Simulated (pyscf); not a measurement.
A first-order saddle from PySCF, ωB97X-D3(BJ)/def2-SVP:

```
N
H 1 1.0195
H 1 1.0199 2 108.58
H 1 1.3063 2 118.64 3 -137.16
N 4 1.3065 1 134.85 2 -113.96
H 5 1.0195 4 118.63 1 113.97
H 5 1.0199 6 108.58 4 -137.15
Si 5 1.9445 6 116.69 7 -137.00
H 8 1.5298 5 91.98 6 153.02
```
Charge 0, spin multiplicity 1.

Surface: singlet, charge 0. Lowest wavenumbers (cm⁻¹): 1406i, 331, 510, 562, 566.

### Question
Name the species on either side of this saddle.

### Answer
`[NH2][SiH]` [singlet] + `[NH3]` ⇌ `[NH3]` + `[NH2][SiH]` [singlet], a four-centre exchange read from left to right: N–Si, H–N broken and H–N, N–Si formed. At CCSD(T)/def2-TZVPP + ΔMP2(QZVPP) it lies +5.5 kcal/mol from the left side and +5.5 kcal/mol from the right (each side as separated species at their lowest minima found). On the reactant side the descent ends in an adduct with a N–Si contact, 15.0 kcal/mol under the separated species and 16.8 kcal/mol under the saddle at ωB97X-D3(BJ)/def2-TZVP. On the product side the descent ends in an adduct with a N–Si contact, 15.0 kcal/mol under the separated species and 16.8 kcal/mol under the saddle at ωB97X-D3(BJ)/def2-TZVP. What is counted as formed (N–Si) is already present as a longer contact in the reactant adduct; forming that adduct is a step of its own. What is counted as broken (N–Si) persists as a longer contact in the product adduct; parting that adduct is a step of its own. At ωB97X-D3(BJ)/def2-TZVP the barrier from the zero used here is 1.8 kcal/mol. One saddle was located; it need not be the lowest between these sides. The CCSD(T) − MP2 part came from Ansatz, without density fitting, on the same reference.
